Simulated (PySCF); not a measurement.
**Property card for `N#CCCC=O`**

Species: C4H5NO.
Structure used (GFN2-xTB), in Å, numbered top down from 1:
```xyz
11
C4H5NO angstrom
N      2.9433   -0.7652    0.7806
C      2.0070   -0.2554    0.3690
C      0.8127    0.3679   -0.1374
C     -0.4370   -0.4064    0.2919
C     -1.6905    0.2337   -0.2336
O     -1.7323    1.2238   -0.9046
H      0.7594    1.3947    0.2350
H      0.8668    0.4094   -1.2288
H     -0.4023   -1.4373   -0.0719
H     -0.5104   -0.4565    1.3820
H     -2.6113   -0.3062    0.0616
```

Some functional groups and rings: aldehyde and nitrile.

GFN2-xTB geometry:

| Quantity | Value |
| --- | --- |
| Point group of the GFN2-xTB geometry | Cs |
| Rotational constants A, B, C of the GFN2-xTB geometry | 16.234, 1.642, 1.520 GHz |

PBE0/def2-SVPD ground state and vertical TDDFT (core frozen in the response) (PySCF):

| Property | Result |
| --- | --- |
| Dipole moment | 2.98 D |
| HOMO energy | -8.18 eV |
| LUMO energy | -1.35 eV |
| HOMO–LUMO gap | 6.83 eV |
| Lowest singlet excitation | 4.42 eV (281 nm, f = 0.000) |
| Strongest line among the 6 lowest singlet transitions | S6 at 7.84 eV (158 nm, f = 0.129) |
| Lowest triplet excitation (Tamm–Dancoff) | 3.76 eV |
| Static isotropic polarisability | 53.7 au |
| Electronic spatial extent ⟨r²⟩ about the centre of nuclear charge | 721 bohr² |

**PBE0/pcSseg-1 ground state and GIAO shieldings, non-relativistic (PySCF)**

| Item | Value |
| --- | --- |
| Lowest Hirshfeld atomic charge | -0.23 e on N1 |
| Highest Hirshfeld atomic charge | +0.14 e on C5 |
| 13C chemical shifts (computed TMS as zero) by class | 203.5 (C5), 123.6 (C2), 46.6 (C4), 10.6 (C3) ppm |
| 1H chemical shifts (computed TMS as zero) by class | 10.09 (H11), 2.79 (H9/H10), 2.45 (H7/H8) ppm |
| Isotropic shieldings of nuclei other than C and H, by class | -34 (N1), -354 (O6) ppm |
| Mayer bond orders between heavy atoms | N1–C2 3.07, C2–C3 1.02, C3–C4 1.00, C4–C5 0.99, C5–O6 2.04 |

Monoisotopic mass (most abundant isotopes): 83.0371 u.

With B = h/(8π²I), that is 505.379 GHz u Å² over I, the principal moments of inertia are 31.1, 307.7 and 332.6 u Å² (most abundant isotopes); the inertial defect Ic − Ia − Ib is -6.2 u Å² (zero for a rigid planar frame, negative otherwise). S1 lies 2.41 eV below the HOMO–LUMO gap; its leading configuration is HOMO→LUMO, weight 0.98. A dipole of 2.98 D is allowed in Cs, and pure rotational transitions are dipole-allowed. The largest Löwdin shares of the HOMO are 0.58 on O6, 0.16 on C5, 0.11 on C4 and 0.09 on H11. The principal polarisabilities are 40.0, 50.7 and 70.5 au; their mean is the isotropic value. The dipole matches unit charges of opposite sign 0.62 Å apart (1 e·Å = 4.8032 D). The largest Löwdin shares of the LUMO are 0.42 on C5, 0.36 on O6, 0.09 on C4 and 0.06 on H11.

Geometry: GFN2-xTB, one conformer, isolated molecule.
